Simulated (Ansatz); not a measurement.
Species: C$_{3}$H$_{5}$, charge 0, doublet. C3H5 (SMILES [CH]1CC1, doublet).
B3LYP-D3(BJ)/def2-TZVP minimum from Ansatz (a program for electronic structure):
```
C
H 1 1.0855
H 1 1.0858 2 113.67
C 1 1.4623 2 119.08 3 148.66
H 4 1.0784 1 132.36 2 -130.97
C 4 1.4623 5 132.36 1 90.32
H 6 1.0855 4 119.08 5 130.97
H 6 1.0858 7 113.67 4 148.66
```
Charge 0, spin multiplicity 2.

Wanted: atomisation energy (electronic, to ground-state atoms), in kcal/mol. Radicals and triplets start from unrestricted determinants; spin-orbit coupling is neglected. CBS(X,Y): correlation extrapolated as X^-3, Hartree-Fock from the larger set. A bracket is a step between two methods taken in the basis named. Functionals run without relativity, which enters their misses. '+ core + X2C': CCSD(T) terms for core correlation (cc-pwCVTZ) and scalar relativity (cc-pVTZ-DK). Where a partner has so few electrons that a lower coupled-cluster level is exact, that level stands in.

CCSD(T)/CBS(cc-pVTZ,cc-pVQZ) + [CCSDT(Q) - CCSD(T)]/cc-pVDZ + core + X2C (Ansatz) gives 738.1 kcal/mol.

Problem. What does PBE/def2-TZVPD (Ansatz) give here, and how do the other levels compare?

Solution. PBE gives 756.8 kcal/mol, 18.7 kcal/mol above it. Differences of the others: r2SCAN/def2-TZVPD (Ansatz) 6.3; B3LYP/def2-TZVPD (Ansatz) -2.6; PBE0/def2-TZVPD (Ansatz) 9.0; CCSD(T)/CBS(cc-pVTZ,cc-pVQZ) + core + X2C (Ansatz) -0.4 kcal/mol. Nearer than PBE: r2SCAN/def2-TZVPD, B3LYP/def2-TZVPD, PBE0/def2-TZVPD, CCSD(T)/CBS(cc-pVTZ,cc-pVQZ) + core + X2C.
